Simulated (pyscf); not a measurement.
Thermochemistry of product channels of H₂N–SiH₂–Cl (SMILES N[SiH2]Cl) + NH₂• (SMILES [NH2]) on the doublet surface, in kcal/mol, from ωB97M-D3(BJ)/def2-TZVP energies (ideal gas, 1 atm, RRHO with modes under 100 cm⁻¹ raised to 100, one conformer, R ln 2 for chiral ones without a mode under 150 cm⁻¹). Single points on ωB97X-D3(BJ)/def2-SVP structures (PySCF, gas phase).

```
products                                                         ΔE  ΔH(298 K)  ΔG(298 K)  ΔG(900 K)
------------------------------------------------------------  -----  ---------  ---------  ---------
•HN–SiH(NH₂)–Cl (SMILES [NH][SiH](N)Cl) + H₂ (SMILES [H][H])   -7.3       -9.7       -8.2       -6.8
H₂N–Si•(NH₂)–Cl (SMILES N[Si](N)Cl) + H₂ (SMILES [H][H])      -26.8      -26.5      -25.0      -23.4
```

These are energies of the channels, which say nothing of barriers.
